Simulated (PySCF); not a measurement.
Isomers of C3H3FO2, mass 90.012 u with the commonest isotopes. Method: PBE0-D3(BJ)/def2-SVP geometry optimisation, gas phase in PySCF. One conformer each, none proved a minimum here; rigid rotors.

Question: Order these by rotational constant B, smallest first.
A. `[O:1]=[CH:2][O:3]/[CH:4]=[CH:5]\[F:6]` with O1–C2–O3–C4 0°, C2–O3–C4–C5 -179°
B. `[CH2:1]=[C:2]([F:3])[C:4](=[O:5])[OH:6]` with C1–C2–C4–O5 180°, C2–C4–O6–H 180°
C. `[O:1]=[C:2]([OH:3])/[CH:4]=[CH:5]/[F:6]` with O1–C2–O3–H 0°, O1–C2–C4–C5 0°
D. `[O:1]=[CH:2][O:3]/[CH:4]=[CH:5]/[F:6]` with O1–C2–O3–C4 0°, C2–O3–C4–C5 0°

Answer: A (1823 MHz), C (1907 MHz), D (2193 MHz), B (3554 MHz).

Question: Order these by radius of gyration √(Σ m r²/M), largest first.
A. `[O:1]=[CH:2][O:3]/[CH:4]=[CH:5]/[F:6]` with O1–C2–O3–C4 0°, C2–O3–C4–C5 0°
B. `[CH2:1]=[C:2]([F:3])[C:4](=[O:5])[OH:6]` with C1–C2–C4–O5 180°, C2–C4–O6–H 180°
C. `[O:1]=[CH:2][O:3]/[CH:4]=[CH:5]\[F:6]` with O1–C2–O3–C4 0°, C2–O3–C4–C5 -179°

Answer: C (1.856 Å), A (1.777 Å), B (1.599 Å).

Question: Order these by rotational constant C, smallest first.
A. `[O:1]=[CH:2][O:3]/[CH:4]=[CH:5]\[F:6]` with O1–C2–O3–C4 0°, C2–O3–C4–C5 -179°
B. `[CH2:1]=[C:2]([F:3])[C:4](=[O:5])[OH:6]` with C1–C2–C4–O5 180°, C2–C4–O6–H 180°
C. `[O:1]=[CH:2][O:3]/[CH:4]=[CH:5]/[F:6]` with O1–C2–O3–C4 0°, C2–O3–C4–C5 0°

Answer: A (1630 MHz), C (1777 MHz), B (2196 MHz).

```json
{"SMILES": "O=CO/C=C/F", "point group": "Cs", "Ia (u·Å²)": "53.92", "Ib (u·Å²)": "230.41", "Ic (u·Å²)": "284.33", "κ": "-0.89", "μa (D)": "0.99", "μb (D)": "1.39", "μc (D)": "0.01"}
{"SMILES": "O=CO/C=C\\F", "point group": "Cs", "Ia (u·Å²)": "32.81", "Ib (u·Å²)": "277.29", "Ic (u·Å²)": "310.07", "κ": "-0.97", "μa (D)": "0.66", "μb (D)": "0.24", "μc (D)": "0.03"}
{"SMILES": "O=C(O)/C=C/F", "point group": "Cs", "Ia (u·Å²)": "46.63", "Ib (u·Å²)": "265.01", "Ic (u·Å²)": "311.64", "κ": "-0.94", "μa (D)": "0.39", "μb (D)": "0.82", "μc (D)": "0.01"}
{"SMILES": "C=C(F)C(=O)O", "point group": "Cs", "Ia (u·Å²)": "87.92", "Ib (u·Å²)": "142.21", "Ic (u·Å²)": "230.14", "κ": "-0.24", "μa (D)": "0.47", "μb (D)": "2.77", "μc (D)": "0.00"}
```
